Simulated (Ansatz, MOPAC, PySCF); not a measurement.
Bonds broken one at a time in the series allenyl-X. All species are isolated molecules in the gas phase. One relaxed conformer stands for each flexible species; it need not be the lowest. Strings in code marks are SMILES.

Quantity: electronic energy of isomers of CH3O, doublet states, relative to `[CH2]O`, in eV. HF references are unrestricted for open shells and restricted for singlets. Semi-empirical values (MOPAC) are differences of heats of formation.

Level 1: frozen-core MP2/def2-TZVPP // B3LYP-D3(BJ)/def2-TZVP (Ansatz, a quantum-chemistry and plane-wave program)
Level 2: B3LYP/6-31G* // B3LYP-D3(BJ)/def2-TZVP (PySCF)
Level 3: PBE/6-31G* // B3LYP-D3(BJ)/def2-TZVP (PySCF)
Level 4: PM7 // B3LYP-D3(BJ)/def2-TZVP (MOPAC)

```json
[
 {"species": "`C[O]`", "level 2": "0.040", "level 3": "0.108", "level 4": "0.72"}
]
```

Problem. What does level 1 give for each?

Solution. 
- `C[O]`: 0.60
